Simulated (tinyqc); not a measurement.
ROHF in the sto-3g basis, for CH3, spin multiplicity 2, step by step. One step of it, computed by the program tinyqc.

Task: Orthogonalisation. S = U s U^T; symmetric (Loewdin) form X = U s^(-1/2) U^T, so that X^T S X = 1.

overlap S, order 1C 1s, 1C 2s, 1C 2px, 1C 2py, 1C 2pz, 2H 1s, 3H 1s, 4H 1s:
$$\begin{pmatrix}
1.000000 & 0.248362 & 0.000000 & 0.000000 & 0.000000 & 0.061103 & 0.061189 & 0.061189 \\
0.248362 & 1.000000 & 0.000000 & 0.000000 & 0.000000 & 0.486078 & 0.486424 & 0.486424 \\
0.000000 & 0.000000 & 1.000000 & 0.000000 & 0.000000 & 0.461866 & -0.231164 & -0.231164 \\
0.000000 & 0.000000 & 0.000000 & 1.000000 & 0.000000 & 0.000000 & 0.400091 & -0.400091 \\
0.000000 & 0.000000 & 0.000000 & 0.000000 & 1.000000 & -0.049063 & -0.049112 & -0.049112 \\
0.061103 & 0.486078 & 0.461866 & 0.000000 & -0.049063 & 1.000000 & 0.142185 & 0.142185 \\
0.061189 & 0.486424 & -0.231164 & 0.400091 & -0.049112 & 0.142185 & 1.000000 & 0.142423 \\
0.061189 & 0.486424 & -0.231164 & -0.400091 & -0.049112 & 0.142185 & 0.142423 & 1.000000
\end{pmatrix}$$

Give: eigenvalues of S; X.

Result:

eigenvalues of S: [0.2632, 0.3585, 0.3586, 0.9531, 1.0122, 1.4991, 1.4992, 2.0559]

X, order 1C 1s, 1C 2s, 1C 2px, 1C 2py, 1C 2pz, 2H 1s, 3H 1s, 4H 1s:
$$\begin{pmatrix}
1.0284 & -0.1668 & 0.0000 & 0.0000 & 0.0037 & 0.0257 & 0.0257 & 0.0257 \\
-0.1668 & 1.4308 & -0.0003 & 0.0000 & -0.0402 & -0.3403 & -0.3408 & -0.3408 \\
0.0000 & -0.0003 & 1.1901 & 0.0000 & 0.0000 & -0.3454 & 0.1730 & 0.1730 \\
0.0000 & 0.0000 & 0.0000 & 1.1902 & 0.0000 & 0.0000 & -0.2994 & 0.2994 \\
0.0037 & -0.0402 & 0.0000 & 0.0000 & 1.0040 & 0.0337 & 0.0338 & 0.0338 \\
0.0257 & -0.3403 & -0.3454 & 0.0000 & 0.0337 & 1.2646 & -0.0317 & -0.0317 \\
0.0257 & -0.3408 & 0.1730 & -0.2994 & 0.0338 & -0.0317 & 1.2650 & -0.0317 \\
0.0257 & -0.3408 & 0.1730 & 0.2994 & 0.0338 & -0.0317 & -0.0317 & 1.2650
\end{pmatrix}$$
